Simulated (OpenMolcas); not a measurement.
# SF4 (sulfur tetrafluoride), step by step, part 3 of 3

OpenMolcas 26.06. Earlier steps stand in the parts before.

## Step 6: The energy along one coordinate at MC-PDFT[tPBE](2,2)/ANO-R1 (sfX2C, RICD fitting) (run 5)

The input, step5.input:

```
* F4S MC-PDFT
>>> COPY $CurrDir/step2.RasOrb $Project.RasOrb
>>> ForEach K in (1, 2, 3, 4, 5, 6, 7, 8, 9)
&GATEWAY
Coord
$CurrDir/point$K.xyz
Basis
ANO-R1
Group
NoSym
RICD
&SEWARD
&RASSCF
FileOrb
$Project.RasOrb
Spin
1
Nactel
2 0 0
Inactive
25
Ras2
2
OrbListing
Nothing
OrbAppear
Compact
&MCPDFT
KSDFT
T:PBE
>>> EndDo
```

Command:

```
$ export MOLCAS_MEM=1860
$ pymolcas step5.input > step5.log
```

Output:

```text
--- Start Module: gateway ---

                                              &GATEWAY

                       available to each process: 1.9 GB of memory, 1 thread

++    Symmetry information:
      ---------------------

                    Character Table for C1

                             E
                    a        1  x, y, xy, Rz, z, xz, Ry, yz, Rx, I
--

++    Basis set information:
      ----------------------

      Basis set label: F.ANO-R...3S2P1D.

      Electronic valence basis set:
      ------------------
      Associated Effective Charge   9.000000 au
      Associated Actual Charge      9.000000 au
      Nuclear Model: Finite nucleus - Gaussian distribution
        Gaussian exponent, Xi/bohr**(-2):  5.35469E+08

      Shell  nPrim  nBasis  Cartesian Spherical Contaminant
         s      13       3        X
         p       8       2        X
         d       4       1                 X

      Basis set label: S.ANO-R...4S3P1D.

      Electronic valence basis set:
      ------------------
      Associated Effective Charge  16.000000 au
      Associated Actual Charge     16.000000 au
      Nuclear Model: Finite nucleus - Gaussian distribution
        Gaussian exponent, Xi/bohr**(-2):  4.04080E+08

      Shell  nPrim  nBasis  Cartesian Spherical Contaminant
         s      17       4        X
         p      11       3        X
         d       7       1                 X

      Basis set label: F.ANO-R...3S2P1D.

      Electronic valence basis set:
      ------------------
      Associated Effective Charge   9.000000 au
      Associated Actual Charge      9.000000 au
      Nuclear Model: Finite nucleus - Gaussian distribution
        Gaussian exponent, Xi/bohr**(-2):  5.35469E+08

      Shell  nPrim  nBasis  Cartesian Spherical Contaminant
         s      13       3        X
         p       8       2        X
         d       4       1                 X
--

++    Molecular structure info:
      -------------------------

                    ************************************************
                    **** Cartesian Coordinates / bohr, angstrom ****
                    ************************************************

     Center  Label                x              y              z                     x              y              z
        1      F1              -0.942531      -0.455277       1.949090             -0.498766      -0.240922       1.031414
        2      S2               0.120942      -0.675388      -0.459203              0.064000      -0.357400      -0.243000
        3      F3               2.903942      -0.873053       0.928611              1.536700      -0.462000       0.491400
        4      F4              -2.721395      -0.146076      -1.621763             -1.440100      -0.077300      -0.858200
        5      F5               0.757024       2.125186      -1.064105              0.400600       1.124600      -0.563100

                    ***************************************
                    *    InterNuclear Distances / bohr    *
                    ***************************************

               1 F1            2 S2            3 F3            4 F4            5 F5
    1 F1       0.000000
    2 S2       2.641837        0.000000
    3 F3       4.001409        3.116118        0.000000
    4 F4       4.001369        3.116183        6.219109        0.000000
    5 F5       4.315857        2.934914        4.191612        4.191540        0.000000

                    *******************************************
                    *    InterNuclear Distances / angstrom    *
                    *******************************************

               1 F1            2 S2            3 F3            4 F4            5 F5
    1 F1       0.000000
    2 S2       1.398000        0.000000
    3 F3       2.117454        1.648978        0.000000
    4 F4       2.117433        1.649013        3.291011        0.000000
    5 F5       2.283853        1.553090        2.218106        2.218068        0.000000

                    **************************************
                    *    Valence Bond Angles / degree    *
                    **************************************
                          Atom centers                 Phi
                      1 F1       2 S2       5 F5       101.28
--

            Nuclear Potential Energy            306.92098841 au

--- Stop Module: gateway /rc=_RC_ALL_IS_WELL_ ---

--- Start Module: seward ---

                                              &SEWARD

                       available to each process: 1.9 GB of memory, 1 thread

               SEWARD will generate:
                  Multipole Moment integrals up to order  2
                  Kinetic Energy integrals
                  Nuclear Attraction integrals (finite nuclei - Gaussian type)
                  One-Electron Hamiltonian integrals
                  Velocity integrals
                  Relativistic X2C integrals
                  Orbital angular momentum around (  0.0353  -0.0855  -0.1022 )
                  Velocity quadrupole around (  0.0353  -0.0855  -0.1022 )
                  Atomic mean-field integrals
                  RI decomposed two-electron repulsion integrals stored Cholesky style
                   - acCD auxiliary basis
                   - CD Threshold:   1.00E-04

                   Integrals are discarded if absolute value <: 1.00E-14
                   Integral cutoff threshold is set to       <: 1.00E-16

            Nuclear Potential Energy            306.92098841 au

      Basis set specifications :
      Symmetry species         a
      Basis functions           74

[... 103 lines left out ...]
      Convergence after 16 iterations
[... 12 lines left out ...]
      conf/sym  11     Coeff  Weight
[... 14 lines left out ...]
      RASSCF energy for state  1                   -796.74440542
[... 42 lines left out ...]
      Dipole Moment (debye):
[... 114 lines left out ...]
      Wave function energy weight                0.00
[... 233 lines left out ...]
      Nuclear repulsion energy =  298.72377242
[... 89 lines left out ...]
      printout of CI-coefficients larger than  0.05 for root  1
[... 9 lines left out ...]
      *                                                    Final results                                                     *
[... 19 lines left out ...]
::    RASSCF root number  1 Total energy:   -796.77311264
[... 88 lines left out ...]
      Spin density orbitals for root   1 are written to the SPDORB.1 file
[... 117 lines left out ...]
      Total MCPDFT energy for state   1                                  -798.49301286
[... 244 lines left out ...]
      Convergence after 16 iterations
[... 12 lines left out ...]
      conf/sym  11     Coeff  Weight
[... 14 lines left out ...]
      RASSCF energy for state  1                   -796.76572924
[... 42 lines left out ...]
      Dipole Moment (debye):
[... 114 lines left out ...]
      Wave function energy weight                0.00
[... 227 lines left out ...]
      Nuclear repulsion energy =  282.58454704
[... 89 lines left out ...]
      printout of CI-coefficients larger than  0.05 for root  1
[... 9 lines left out ...]
      *                                                    Final results                                                     *
[... 19 lines left out ...]
::    RASSCF root number  1 Total energy:   -796.73406726
[... 89 lines left out ...]
      Spin density orbitals for root   1 are written to the SPDORB.1 file
[... 117 lines left out ...]
      Total MCPDFT energy for state   1                                  -798.45352629
[... 244 lines left out ...]
      Convergence after 18 iterations
[... 12 lines left out ...]
      conf/sym  11     Coeff  Weight
[... 14 lines left out ...]
      RASSCF energy for state  1                   -796.69638643
[... 42 lines left out ...]
      Dipole Moment (debye):
[... 115 lines left out ...]
      Wave function energy weight                0.00
[... 227 lines left out ...]
      Nuclear repulsion energy =  263.02156176
[... 89 lines left out ...]
      printout of CI-coefficients larger than  0.05 for root  1
[... 9 lines left out ...]
      *                                                    Final results                                                     *
[... 19 lines left out ...]
::    RASSCF root number  1 Total energy:   -796.67539840
[... 88 lines left out ...]
      Spin density orbitals for root   1 are written to the SPDORB.1 file
[... 117 lines left out ...]
      Total MCPDFT energy for state   1                                  -798.36326389
[... 244 lines left out ...]
      Convergence after 23 iterations
[... 12 lines left out ...]
      conf/sym  11     Coeff  Weight
[... 14 lines left out ...]
      RASSCF energy for state  1                   -796.66980649
[... 42 lines left out ...]
      Dipole Moment (debye):
[... 114 lines left out ...]
      Wave function energy weight                0.00
[... 227 lines left out ...]
      Nuclear repulsion energy =  244.91571187
[... 89 lines left out ...]
      printout of CI-coefficients larger than  0.05 for root  1
[... 9 lines left out ...]
      *                                                    Final results                                                     *
[... 19 lines left out ...]
::    RASSCF root number  1 Total energy:   -796.66982032
[... 89 lines left out ...]
      Spin density orbitals for root   1 are written to the SPDORB.1 file
[... 117 lines left out ...]
      Total MCPDFT energy for state   1                                  -798.34772914
[... 244 lines left out ...]
      Convergence after  9 iterations
[... 12 lines left out ...]
      conf/sym  11     Coeff  Weight
[... 14 lines left out ...]
      RASSCF energy for state  1                   -796.66969113
[... 42 lines left out ...]
      Dipole Moment (debye):
[... 26 lines left out ...]
      Total        0.0001   1.2866  -0.4743  -0.4743  -0.3381
--

      Natural Bond Order analysis for root number:  1

++    Natural Bond Order analysis
      ---------------------------
      Based on LoProp computed density
      -------------------------------------------------------------------------------------
      Atom A       Atom B       Bond Order
      -------------------------------------------------------------------------------------
      NBO located      1.000 non-bonded electrons on atom F1
      NBO located      1.013 non-bonded electrons on atom F1
      NBO located      1.001 non-bonded electrons on atom F1
      NBO located      1.000 non-bonded electrons on atom S2
      NBO located      0.998 non-bonded electrons on atom S2
      NBO located      1.000 non-bonded electrons on atom S2
      NBO located      0.999 non-bonded electrons on atom S2
      NBO located      0.999 non-bonded electrons on atom S2
      NBO located      1.000 non-bonded electrons on atom F3
      NBO located      1.003 non-bonded electrons on atom F3
      NBO located      1.000 non-bonded electrons on atom F4
      NBO located      1.001 non-bonded electrons on atom F4
      NBO located      1.000 non-bonded electrons on atom F5
      NBO located      1.001 non-bonded electrons on atom F5
      NBO located      1.013 non-bonded electrons on atom F5
      The remaining   11.571 electrons are to be considered as diffuse
--

--

      Average orbitals are written to the RASORB file
      Natural orbitals for root   1 are written to the RASORB.1 file
      Spin density orbitals for root   1 are written to the SPDORB.1 file

--- Stop Module: rasscf /rc=_RC_ALL_IS_WELL_ ---
--- Module rasscf spent 1 second ---

--- Start Module: mcpdft ---

                                              &MCPDFT

                       available to each process: 1.9 GB of memory, 1 thread

 ###############################################################################
 ###    WARNING: Deprecation warning: KSDF should be replaced                ###
 ###    with FUNC keyword                                                    ###
 ###############################################################################

++    Wave function specifications:
      -----------------------------

      Number of closed shell electrons          50
      Number of electrons in active shells       2
      Max number of holes in RAS1 space          0
      Max nr of electrons in RAS3 space          0
      Number of inactive orbitals               25
      Number of active orbitals                  2
      Number of secondary orbitals              47
      Spin quantum number                      0.0
      State symmetry                             1
      Number of CSFs                             3
      Number of RASSCF root(s) available         1
--

++    Orbital specifications:
      -----------------------

      Symmetry species                           1
                                                 a
      Frozen orbitals                            0
      Inactive orbitals                         25
      Active orbitals                            2
      RAS1 orbitals                              0
      RAS2 orbitals                              2
      RAS3 orbitals                              0
      Secondary orbitals                        47
      Deleted orbitals                           0
      Number of basis functions                 74
--

++    MCPDFT specifications:
      ----------------------

      Cholesky decomposition                     On
      Type of calculation                        MC-PDFT
      On-Top Functional                          T:PBE
      Exchange scaling factor                    1.00
      Correlation scaling factor                 1.00
      Wave function energy weight                0.00
--

      Numerical integration parameters
      --------------------------------
      Radial quadrature type:                         MHL
      Size of radial grid:                            75
      Lebedev angular grid:                           29
      Angular grid pruned with the crowding factor:  3.00E+00
                                 and fading factor:  6.00E+00
      Screening threshold for integral computation:   1.00E-11
      Radial quadrature accuracy:                     1.00E-25
      Maximum batch size:                             128
      AO values are stored on disk

++    DFT functional specifications:
      ------------------------------
      Using Libxc version: 6.2.2
      Please cite the following reference:
      S. Lehtola, C. Steigemann, M. J.T. Oliveira, and M. A.L. Marques.,  SoftwareX 7, 1–5 (2018) doi:10.1016/j.softx.2017.11.002

      * Perdew, Burke & Ernzerhof
        - J. P. Perdew, K. Burke, and M. Ernzerhof.,  Phys. Rev. Lett. 77, 3865 (1996) doi:10.1103/PhysRevLett.77.3865
        - J. P. Perdew, K. Burke, and M. Ernzerhof.,  Phys. Rev. Lett. 78, 1396 (1997) doi:10.1103/PhysRevLett.78.1396
      * Perdew, Burke & Ernzerhof
        - J. P. Perdew, K. Burke, and M. Ernzerhof.,  Phys. Rev. Lett. 77, 3865 (1996) doi:10.1103/PhysRevLett.77.3865
        - J. P. Perdew, K. Burke, and M. Ernzerhof.,  Phys. Rev. Lett. 78, 1396 (1997) doi:10.1103/PhysRevLett.78.1396
--
   File JOBOLD not found -- use JOBIPH.
      The MO-coefficients are taken from the file:
      JOBIPH
 Reference MC-SCF energies taken from JOBIPH

++    MC-PDFT RESULTS, STATE 0001
      ---------------------------

      MCSCF reference energy                                             -796.66969113

      Integrated total density:                                                 52.000
      Integrated alpha density before functional transformation:                26.000
      Integrated  beta density before functional transformation:                26.000
      Integrated alpha density  after functional transformation:                27.000
      Integrated  beta density  after functional transformation:                25.000
      Integrated alpha tau     before functional transformation:                 0.000
      Integrated  beta tau     before functional transformation:                 0.000
      Integrated alpha tau      after functional transformation:                 0.000
      Integrated  beta tau      after functional transformation:                 0.000
      NOTE:
      Densities after transformation are intermediate quantities
      and should not be interpreted as real spin densities

      Exchange energy scaling factor                                          1.000000
      Correlation energy scaling factor                                       1.000000

      Integrated alpha exchange energy                                      -33.429878
      Integrated beta  exchange energy                                      -32.008217
      Integrated  correlation   energy                                       -1.869057

      Nuclear Repulsion energy                                            235.34722212
      CASSCF contribution energy                                         -731.04006020
      On-top energy                                                       -67.30715236

      Total MCPDFT energy for state   1                                  -798.34721256
--

::    MCPDFT root number  1 Total energy:   -798.34721256

--- Stop Module: mcpdft /rc=_RC_ALL_IS_WELL_ ---

>>> END FOREACH

.##################.
.# Happy landing! #.
.##################.

    Timing: Wall=41.87 User=37.86 System=3.83
```

Run time: 42 s. Hardware: 1 thread of Intel Xeon 6975P-C (Granite Rapids), shared host; peak memory 0.087 GiB.

The scan, from its lowest point:

```tsv
S2–F1 (Å)	energy (kJ/mol)
1.398	86.5
1.553	0.0
1.708	14.0
1.941	103.7
2.252	239.6
2.640	340.7
3.106	375.2
3.727	381.4
4.659	382.8
```

## Step 7: Outcome

The summary covers parts 1 to 3.

| quantity | value |
| --- | --- |
| run 1, HF/ANO-R0: total energy | -795.92014 Eh |
| run 1, HF/ANO-R0: dipole moment | 0.55 D |
| run 1, HF/ANO-R0: HOMO energy | -8.66 eV |
| run 1, HF/ANO-R0: LUMO energy | 6.10 eV |
| run 1, HF/ANO-R0: HOMO–LUMO gap | 14.76 eV |
| run 2, CASSCF(2,2)/ANO-R1: total energy | -796.77312 Eh |
| run 2, CASSCF(2,2)/ANO-R1: dipole moment (CASSCF density) | 0.90 D |
| run 3, CASPT2(2,2)/ANO-R1: lowest energy of the scan | -797.64722 Eh |
| run 4, SC-NEVPT2(2,2)/ANO-R1: lowest energy of the scan | -797.64269 Eh |
| run 5, MC-PDFT[tPBE](2,2)/ANO-R1: lowest energy of the scan | -798.49301 Eh |

**Reading.** Mulliken charges (run 1, HF/ANO-R0) run from -0.37 on F3 to +1.20 on S2; they depend strongly on the basis.
